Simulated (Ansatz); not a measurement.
Z-matrix (Å, degrees):
```
N
H 1 1.081
```

Charge 1, multiplicity 2.

Task: List the PBE0/def2-TZVPP orbital energies in eV (the Gaussian-basis code of Ansatz). (Estimate.)

Result: Computed: α occupied: -408.65, -35.51, -23.81, -22.27. α empty: -16.97, -6.99, -0.43, 0.42, 0.80, 1.21, 4.07, 8.28. β occupied: -407.97, -33.55, -23.12. β empty: -16.18, -14.57, -6.71, -0.02, 1.04, 1.53, 2.00, 4.37. ⟨S²⟩ = 1.135.
